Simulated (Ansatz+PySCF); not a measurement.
Two shapes of singlet CH₄.

Shape 1:

```xyz
5

C     0.0000    0.0000    0.0000
H     1.2680    1.2680    1.2680
H     0.6340   -0.6340   -0.6340
H    -0.6340    0.6340   -0.6340
H    -0.6340   -0.6340    0.6340
```

Shape 2:

```xyz
5

C     0.0000    0.0000    0.0000
H     0.9510    0.9510    0.9510
H     0.6340   -0.6340   -0.6340
H    -0.6340    0.6340   -0.6340
H    -0.6340   -0.6340    0.6340
```

Basis set: cc-pVDZ (spherical functions). Left uncorrelated: 1 orbital. Charge 0, multiplicity 1.

Computed with Ansatz (development build ahead of 0.2.0); each method stands on the lowest determinant of its kind that the runs found.

Which shape is lower in energy, and by how much in each method?

```json
{"method": "RHF", "E(2) − E(1) (eV)": "-2.587"}
{"method": "UHF-MP2", "E(2) − E(1) (eV)": "-2.279"}
{"method": "RHF-CCSD", "E(2) − E(1) (eV)": "-2.010"}
{"method": "r²SCAN (unrestricted)", "E(2) − E(1) (eV)": "-2.005"}
{"method": "ωB97X (unrestricted)", "E(2) − E(1) (eV)": "-2.233"}
```

Shape 2 is lower. Caution for RHF, RHF-CCSD: an unrestricted determinant lies well below. Caution for UHF-MP2, RHF-CCSD: large amplitudes, a single reference is doubtful; bonds are stretched, where a single reference can fail. Caution for UHF-MP2: the unrestricted determinant is a mixture of spin states; a plain start can end on a higher determinant. Caution for r²SCAN (unrestricted), ωB97X (unrestricted): charge can spread falsely over distant fragments. Caution for ωB97X (unrestricted): the unrestricted determinant is spin contaminated.
